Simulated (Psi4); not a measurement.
# quartet AlO at 5 levels

Wanted: a comparison of 5 runs (UHF/def2-TZVPPD, UPBE/def2-TZVPPD, USVWN5/def2-TZVPPD, UMP2/def2-TZVPPD, UCCSD(T)/def2-TZVPPD) of quartet AlO. 

Program for the calculation: Psi4 1.11.

2 further runs of the same task are left out: 2 that didn't finish.

**1. The system as given**

AlO: 2 atoms, total charge 0, spin state quartet. SMILES of the parent species: `[O]=[Al]`. The shape is that of a PBE0-D4/def2-TZVP optimisation. That shape belongs to the parent species and isn't relaxed for this state.

Bond lengths: O1–Al2 1.620 Å.

**2. A single-point energy at UHF/def2-TZVPPD (run 1)**

Input file run.py:

```python
import psi4

psi4.set_memory(2200000000)
psi4.set_num_threads(1)
psi4.core.set_output_file('run.log', False)

mol = psi4.geometry("""
0 4
O      0.000000     0.000000    -0.024920
Al     0.000000     0.000000     1.594970
symmetry c1
""")

psi4.set_options({
    'basis': 'def2-TZVPPD',
    'reference': 'uhf',
    'puream': True,
    'e_convergence': 1e-09,
    'd_convergence': 1e-08,
    'scf_type': 'pk',
    'maxiter': 100,
})

e, wfn = psi4.energy("hf", molecule=mol, return_wfn=True)
psi4.oeprop(wfn, "WIBERG_LOWDIN_INDICES", "MULLIKEN_CHARGES", "LOWDIN_CHARGES", title="HF")
print(f'hf energy: {e:.10f} Eh')
for k, v in sorted(psi4.core.scalar_variables().items()):
    print(f'{k:45s} {v:18.10f}')
```

On the command line:

```bash
python run.py
```

run.log:

```text
[...]
  Running in c1 symmetry.
[...]
  Nuclear repulsion =   33.974177203192809
[...]
  Multiplicity = 4
[...]
  Nalpha       = 12
  Nbeta        = 9
[...]
    Number of basis functions: 88
[...]
   @UHF iter   1:  -316.66445118819638   -9.14764e-01   3.33676e-03 DIIS/ADIIS
[...]
   @UHF iter  15:  -316.70661950668909    3.92049e-10   7.17483e-09 DIIS
[...]
   @S^2 Observed:                3.758587475E+00
[...]
  @UHF Final Energy:  -316.70661950668909
   => Energetics <=
    Nuclear Repulsion Energy =             33.9741772031928093
    One-Electron Energy =                -507.6318729129007465
    Two-Electron Energy =                 156.9510762030188573
    Total Energy =                       -316.7066195066890941
  UHF NO Occupations:
  HONO-2 :   10  A 1.0000000
  HONO-1 :   11  A 1.0000000
[...]
 Multipole Moments:
 ------------------------------------------------------------------------------------
     Multipole            Electronic (a.u.)      Nuclear  (a.u.)        Total (a.u.)
 ------------------------------------------------------------------------------------
 L = 1.  Multiply by 2.5417464519 to convert [e a0] to [Debye]
 Dipole X            :          0.0000000            0.0000000            0.0000000
 Dipole Y            :          0.0000000            0.0000000            0.0000000
 Dipole Z            :          1.0321843           -0.5640171            0.4681672
 Magnitude           :                                                    0.4681672
[...]
  Mulliken Charges: (a.u.)
   Center  Symbol    Alpha    Beta     Spin     Total
       1     O     4.63952  3.59550  1.04402 -0.23502
       2    AL     7.36048  5.40450  1.95598  0.23502
   Total alpha = 12.00000, Total beta =  9.00000, Total charge = -0.00000
  Lowdin Charges: (a.u.)
   Center  Symbol    Alpha    Beta     Spin     Total
       1     O     4.83940  3.54715  1.29225 -0.38655
       2    AL     7.16060  5.45285  1.70775  0.38655
  Total alpha = 12.00000, Total beta =  9.00000, Total charge = -0.00000
[...]
```

Standard output:

```text
hf energy: -316.7066195067 Eh
CURRENT ENERGY                                   -316.7066195067
CURRENT REFERENCE ENERGY                         -316.7066195067
DD SOLVATION ENERGY                                 0.0000000000
HF KINETIC ENERGY                                 316.9606158377
HF POTENTIAL ENERGY                              -633.6672353444
HF TOTAL ENERGY                                  -316.7066195067
HF VIRIAL RATIO                                     1.9991986502
NUCLEAR REPULSION ENERGY                           33.9741772032
ONE-ELECTRON ENERGY                              -507.6318729129
PCM POLARIZATION ENERGY                             0.0000000000
PE ENERGY                                           0.0000000000
SCF ITERATION ENERGY                             -316.7066195067
SCF ITERATIONS                                     15.0000000000
SCF TOTAL ENERGY                                 -316.7066195067
TWO-ELECTRON ENERGY                               156.9510762030
```

It took 6.6 s on 1 thread of Intel Xeon at 2.50GHz (Skylake/Cascade Lake), shared host; peak memory 0.32 GiB.

**3. A single-point energy at UPBE/def2-TZVPPD (run 2)**

Input file alo.xyz:

```xyz
2
AlO
O      0.000000     0.000000    -0.024920
Al     0.000000     0.000000     1.594970
```

Input file job.py:

```python
import psi4

psi4.set_memory('2200 MB')
psi4.set_num_threads(1)
psi4.core.set_output_file('output.dat', False)

with open('alo.xyz') as f:
    atoms = ''.join(f.readlines()[2:])
mol = psi4.geometry('0 4\n' + atoms + 'symmetry c1\nno_reorient\nno_com')

psi4.set_options({
    'basis': 'def2-TZVPPD',
    'reference': 'uks',
    'puream': True,
    'e_convergence': 1e-09,
    'd_convergence': 1e-08,
    'scf_type': 'pk',
    'dft_radial_points': 99,
    'dft_spherical_points': 590,
    'maxiter': 100,
})

e, wfn = psi4.energy("pbe", molecule=mol, return_wfn=True)
print(f'pbe energy: {e:.10f} Eh')
for k, v in sorted(psi4.core.scalar_variables().items()):
    print(f'{k:45s} {v:18.10f}')
```

On the command line:

```bash
python job.py
```

output.dat:

```text
[...]
  Running in c1 symmetry.
[...]
  Nuclear repulsion =   33.974177203192809
[...]
  Multiplicity = 4
[...]
  Nalpha       = 12
  Nbeta        = 9
[...]
    Number of basis functions: 88
[...]
   @UKS iter   1:  -317.16775925713841   -2.38030e-01   6.68519e-03 ADIIS/DIIS
[...]
   @UKS iter  11:  -317.29703860829852   -3.52429e-12   3.49070e-09 DIIS
[...]
   @S^2 Observed:                3.752520849E+00
[...]
    Orbital Energies [Eh]
    ---------------------
    Alpha Occupied:
       1A    -55.414773     2A    -18.831368     3A     -3.976023
       4A     -2.580711     5A     -2.577725     6A     -2.576953
       7A     -0.923969     8A     -0.400460     9A     -0.393198
      10A     -0.337085    11A     -0.264140    12A     -0.115600
    Alpha Virtual:
      13A     -0.099882    14A     -0.033212    15A      0.002416
      16A      0.035446    17A      0.038987    18A      0.054360
      19A      0.055474    20A      0.063361    21A      0.081606
      22A      0.086117    23A      0.099951    24A      0.183957
      25A      0.187522    26A      0.193765    27A      0.194273
[...]
  @UKS Final Energy:  -317.29703860829852
   => Energetics <=
    Nuclear Repulsion Energy =             33.9741772031928093
    One-Electron Energy =                -507.5426583257333277
    Two-Electron Energy =                 183.2599265994400355
    DFT Exchange-Correlation Energy =     -26.9884840851979995
    Empirical Dispersion Energy =           0.0000000000000000
    VV10 Nonlocal Energy =                  0.0000000000000000
    Total Energy =                       -317.2970386082985215
[...]
 Multipole Moments:
 ------------------------------------------------------------------------------------
     Multipole            Electronic (a.u.)      Nuclear  (a.u.)        Total (a.u.)
 ------------------------------------------------------------------------------------
 L = 1.  Multiply by 2.5417464519 to convert [e a0] to [Debye]
 Dipole X            :          0.0000000            0.0000000            0.0000000
 Dipole Y            :         -0.0000000            0.0000000           -0.0000000
 Dipole Z            :        -38.4543701           38.8059984            0.3516283
 Magnitude           :                                                    0.3516283
[...]
```

On the terminal:

```text
pbe energy: -317.2970386083 Eh
CURRENT ENERGY                                   -317.2970386083
CURRENT REFERENCE ENERGY                         -317.2970386083
DD SOLVATION ENERGY                                 0.0000000000
DFT FUNCTIONAL TOTAL ENERGY                      -317.2970386083
DFT TOTAL ENERGY                                 -317.2970386083
DFT VV10 ENERGY                                     0.0000000000
DFT XC ENERGY                                     -26.9884840852
GRID ELECTRONS ALPHA                               11.9999999534
GRID ELECTRONS BETA                                 8.9999999926
GRID ELECTRONS TOTAL                               20.9999999460
NUCLEAR REPULSION ENERGY                           33.9741772032
ONE-ELECTRON ENERGY                              -507.5426583257
PCM POLARIZATION ENERGY                             0.0000000000
PE ENERGY                                           0.0000000000
SCF ITERATION ENERGY                             -317.2970386083
SCF ITERATIONS                                     11.0000000000
SCF TOTAL ENERGY                                 -317.2970386083
TWO-ELECTRON ENERGY                               183.2599265994
XC GRID RADIAL POINTS                              99.0000000000
XC GRID SPHERICAL POINTS                          590.0000000000
XC GRID TOTAL POINTS                           113618.0000000000
```

Run time: 15 s. Hardware: 1 thread of Intel Xeon at 2.50GHz (Skylake/Cascade Lake), shared host; peak memory 0.59 GiB.

Run 3 isn't shown in full; the table further down has it.

**4. The energy at UMP2/def2-TZVPPD (run 4)**

Input file alo.py:

```python
import psi4

psi4.set_memory(2200000000)
psi4.set_num_threads(1)
psi4.set_output_file('alo.out', False)

geom = psi4.geometry("""
0 4
O      0.000000     0.000000    -0.024920
Al     0.000000     0.000000     1.594970
units angstrom
symmetry c1
""")

psi4.set_options({
    'basis': 'def2-TZVPPD',
    'reference': 'uhf',
    'puream': True,
    'e_convergence': 1e-09,
    'd_convergence': 1e-08,
    'scf_type': 'pk',
    'num_frozen_docc': 6,
    'mp2_type': 'conv',
    'maxiter': 100,
})

e_tot, wfn = psi4.energy('mp2', molecule=geom, return_wfn=True)
print(f'mp2 energy: {e_tot:.10f} Eh')
```

On the command line:

```bash
python alo.py
```

alo.out:

```text
[...]
  Running in c1 symmetry.
[...]
  Nuclear repulsion =   33.974177203192809
[...]
  Multiplicity = 4
[...]
  Nalpha       = 12
  Nbeta        = 9
[...]
    Number of basis functions: 88
[...]
   @UHF iter   1:  -316.66445118819638   -9.14764e-01   3.33676e-03 DIIS/ADIIS
[...]
   @UHF iter  15:  -316.70661950668909    3.92049e-10   7.17483e-09 DIIS
[...]
   @S^2 Observed:                3.758587475E+00
[...]
    Orbital Energies [Eh]
    ---------------------
    Alpha Occupied:
       1A    -58.522846     2A    -20.613240     3A     -4.941524
       4A     -3.256292     5A     -3.254285     6A     -3.251303
       7A     -1.367610     8A     -0.657381     9A     -0.639821
      10A     -0.581305    11A     -0.431188    12A     -0.229550
    Alpha Virtual:
      13A      0.009374    14A      0.053085    15A      0.072371
      16A      0.107727    17A      0.108420    18A      0.111051
      19A      0.124532    20A      0.129502    21A      0.158123
      22A      0.158503    23A      0.187358    24A      0.302777
      25A      0.306359    26A      0.312271    27A      0.313384
[...]
  @UHF Final Energy:  -316.70661950668909
   => Energetics <=
    Nuclear Repulsion Energy =             33.9741772031928093
    One-Electron Energy =                -507.6318729129007465
    Two-Electron Energy =                 156.9510762030188573
    Total Energy =                       -316.7066195066890941
  UHF NO Occupations:
  HONO-2 :   10  A 1.0000000
  HONO-1 :   11  A 1.0000000
[...]
 Multipole Moments:
 ------------------------------------------------------------------------------------
     Multipole            Electronic (a.u.)      Nuclear  (a.u.)        Total (a.u.)
 ------------------------------------------------------------------------------------
 L = 1.  Multiply by 2.5417464519 to convert [e a0] to [Debye]
 Dipole X            :          0.0000000            0.0000000            0.0000000
 Dipole Y            :          0.0000000            0.0000000            0.0000000
 Dipole Z            :          1.0321843           -0.5640171            0.4681672
 Magnitude           :                                                    0.4681672
[...]
	SCS-MP2 Total Energy (a.u.)        :  -316.91223192798651
	SOS-MP2 Total Energy (a.u.)        :  -316.89414051827646
	SCSN-MP2 Total Energy (a.u.)       :  -316.80214214995812
[...]
	SOS-PI-MP2 Total Energy (a.u.)     :  -316.92539402020770
[...]
	MP2 Total Energy (a.u.)            :  -316.91716124547537
[...]
```

Standard output:

```text
mp2 energy: -316.9171612455 Eh
```

Run time: 12 s. Hardware: 1 thread of Intel Xeon at 2.50GHz (Skylake/Cascade Lake), shared host; peak memory 0.43 GiB.

**5. The energy at UCCSD(T)/def2-TZVPPD (run 5)**

Input file calc.in:

```
memory 2.2 GB

molecule {
  0 4
  O      0.000000     0.000000    -0.024920
  Al     0.000000     0.000000     1.594970
  symmetry c1
  no_reorient
  no_com
}

set globals {
  reference uhf
  puream true
  e_convergence 1e-09
  d_convergence 1e-08
  scf_type pk
  num_frozen_docc 6
  maxiter 100
}

e, wfn = energy('ccsd(t)/def2-TZVPPD', return_wfn=True)
```

On the command line:

```bash
psi4 calc.in calc.out -n 1
```

calc.out:

```text
[...]
  Running in c1 symmetry.
[...]
  Nuclear repulsion =   33.974177203192809
[...]
  Multiplicity = 4
[...]
  Nalpha       = 12
  Nbeta        = 9
[...]
    Number of basis functions: 88
[...]
   @UHF iter   1:  -316.66445122175480   -9.14764e-01   3.33676e-03 ADIIS/DIIS
[...]
   @UHF iter  16:  -316.70661950668659    1.06297e-11   1.96825e-09 DIIS
[...]
   @S^2 Observed:                3.758587474E+00
[...]
    Orbital Energies [Eh]
    ---------------------
    Alpha Occupied:
       1A    -58.522846     2A    -20.613240     3A     -4.941524
       4A     -3.256292     5A     -3.254285     6A     -3.251303
       7A     -1.367610     8A     -0.657381     9A     -0.639821
      10A     -0.581305    11A     -0.431188    12A     -0.229550
    Alpha Virtual:
      13A      0.009374    14A      0.053085    15A      0.072371
      16A      0.107727    17A      0.108420    18A      0.111051
      19A      0.124532    20A      0.129502    21A      0.158123
      22A      0.158503    23A      0.187358    24A      0.302777
      25A      0.306359    26A      0.312271    27A      0.313384
[...]
  @UHF Final Energy:  -316.70661950668659
   => Energetics <=
    Nuclear Repulsion Energy =             33.9741772031928093
    One-Electron Energy =                -507.6318719738779919
    Two-Electron Energy =                 156.9510752639985753
    Total Energy =                       -316.7066195066865930
  UHF NO Occupations:
  HONO-2 :   10  A 1.0000000
  HONO-1 :   11  A 1.0000000
[...]
 Multipole Moments:
 ------------------------------------------------------------------------------------
     Multipole            Electronic (a.u.)      Nuclear  (a.u.)        Total (a.u.)
 ------------------------------------------------------------------------------------
 L = 1.  Multiply by 2.5417464519 to convert [e a0] to [Debye]
 Dipole X            :          0.0000000            0.0000000            0.0000000
 Dipole Y            :          0.0000000            0.0000000            0.0000000
 Dipole Z            :        -38.3378309           38.8059984            0.4681675
 Magnitude           :                                                    0.4681675
[...]
      * MP2 total energy                      = -316.917161244035071
[...]
      * CCSD total energy                     = -316.932981954451236
[...]
      * CCSD(T) total energy                     = -316.940258808339138
[...]
```

Run time: 3.1 min. Hardware: 1 thread of Intel Xeon at 2.50GHz (Skylake/Cascade Lake), shared host; peak memory 0.82 GiB.

**6. Overview of the runs**

```
run                 level         integration grid  frozen core orbitals  energy (Eh)  dipole moment (D)  HOMO energy (eV)  LUMO energy (eV)  wall time
  1       UHF/def2-TZVPPD                        –                     0  -316.706620               1.19             -6.25             -0.56      6.6 s
  2      UPBE/def2-TZVPPD  99 radial × 590 angular                     0  -317.297039               0.89             -3.15                 –       15 s
  3    USVWN5/def2-TZVPPD  99 radial × 590 angular                     0  -315.916747               0.96             -3.11                 –       17 s
  4      UMP2/def2-TZVPPD                        –                     6  -316.917161                  –             -6.25             -0.56       12 s
  5  UCCSD(T)/def2-TZVPPD                        –                     6  -316.940259                  –             -6.25             -0.56    3.1 min
```

**7. Summary of results**

```
                                                         quantity          value
                                              run 5: total energy  -316.94026 Eh
run 5: HOMO energy (Hartree–Fock orbitals) (highest over α and β)       -6.25 eV
 run 5: LUMO energy (Hartree–Fock orbitals) (lowest over α and β)       -0.56 eV
               run 5: correlation energy (6 core orbitals frozen)     -233.6 mEh
                                            run 5: (T) correction      -7.28 mEh
                         run 5: ⟨S²⟩ of the reference determinant          3.759
                                             run 5: T1 diagnostic          0.025
```

In words: Below the UHF energy at the same shape and in the same basis (def2-TZVPPD): UMP2 -210.5 mEh; UCCSD(T) -233.6 mEh. Over runs 1, 2, 3 the dipole moment (its size) runs from 0.89 D (UPBE/def2-TZVPPD) to 1.19 D (UHF/def2-TZVPPD). Totals of different functionals can't be ranked against each other. All runs together took 4 min, the longest 3.1 min.
